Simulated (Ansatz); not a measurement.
# C₄H₉F: basis-set convergence

One table from this session's results is given with a row withheld; the runs are named, their logs left out.

The runs use Ansatz 0.2.0, Gaussian basis; one geometry, several basis sets.

Plan: PBE0-D4/def2-SVP; ωB97M-V/def2-SVP; PBE0-D4/def2-QZVPP; ωB97M-V/def2-QZVPP; the functionals' def2-TZVPP values are taken from earlier runs.

## The geometry

An earlier PBE0-D4 in a triple-zeta def2 set relaxation fixed the geometry.

SMILES `CCC(C)F`, 14 atoms, charge 0, spin multiplicity 1.

Atoms are counted from 1 here; the program's logs count them from 0.

Bond lengths: C1–C2 1.518 Å, C1–H6 1.092 Å, C1–H7 1.091 Å, C1–H8 1.094 Å, C2–C3 1.512 Å, C2–H9 1.095 Å, C2–H10 1.096 Å, C3–C4 1.507 Å, C3–F5 1.397 Å, C3–H11 1.098 Å, C4–H12 1.092 Å, C4–H13 1.092 Å, C4–H14 1.091 Å. Angles: C2–C1–H6 111.1°, C2–C1–H7 110.9°, C2–C1–H8 111.1°, H6–C1–H7 108.0°, H6–C1–H8 107.7°, H7–C1–H8 107.8°, C1–C2–C3 113.3°, C1–C2–H9 110.3°, C1–C2–H10 110.4°, C3–C2–H9 107.8°, C3–C2–H10 108.1°, H9–C2–H10 106.6°, C2–C3–C4 113.8°, C2–C3–F5 108.6°, C2–C3–H11 109.8°, C4–C3–F5 108.2°, C4–C3–H11 110.3°, F5–C3–H11 105.8° and more.

Set-up of the first run:

File in.yaml:

```yaml
crystal:
  periodic: [false, false, false]
  atoms:
    - {symbol: C, position_ang: [-0.960088, 1.685646, -0.056558]}
    - {symbol: C, position_ang: [-0.021671, 0.611959, 0.464230]}
    - {symbol: C, position_ang: [0.018412, -0.621218, -0.409670]}
    - {symbol: C, position_ang: [0.933526, -1.702704, 0.104861]}
    - {symbol: F, position_ang: [0.455597, -0.249639, -1.683354]}
    - {symbol: H, position_ang: [-0.953958, 2.562939, 0.593314]}
    - {symbol: H, position_ang: [-0.667468, 2.004883, -1.058158]}
    - {symbol: H, position_ang: [-1.988642, 1.317890, -0.109979]}
    - {symbol: H, position_ang: [-0.322260, 0.299699, 1.470181]}
    - {symbol: H, position_ang: [0.998027, 1.003500, 0.548782]}
    - {symbol: H, position_ang: [-0.997593, -1.014041, -0.544548]}
    - {symbol: H, position_ang: [0.582603, -2.067630, 1.072805]}
    - {symbol: H, position_ang: [1.948379, -1.317123, 0.227137]}
    - {symbol: H, position_ang: [0.962136, -2.543260, -0.590242]}
basis:
  gaussian: {orbitals: def2-SVP}
hamiltonian: {xc: pbe0, dispersion: d4}
output: {orbitals: {seedname: orbitals}}
```

Steps of the session up to this table: PBE0-D4 in def2-SVP; ωB97M-V in def2-SVP; PBE0-D4 in def2-QZVPP; ωB97M-V in def2-QZVPP.

One of the session's tables, all rows but one given; the rest of the session is left out.

It belongs to the step «Functionals by basis». 

```
functional       basis  HOMO (eV)  LUMO (eV)
   PBE0-D4    def2-SVP      -8.88       1.87
   PBE0-D4  def2-TZVPP          ?          ?
   PBE0-D4  def2-QZVPP      -9.01       0.82
   ωB97M-V    def2-SVP     -11.25       3.52
   ωB97M-V  def2-TZVPP     -11.36       2.69
   ωB97M-V  def2-QZVPP     -11.38       1.97
```

**Question.** Estimate the row for PBE0-D4, def2-TZVPP.

**Answer.** HOMO (eV): -8.98; LUMO (eV): 1.28. In the column «HOMO (eV)» it lies between PBE0-D4, def2-QZVPP (-9.01) and PBE0-D4, def2-SVP (-8.88).
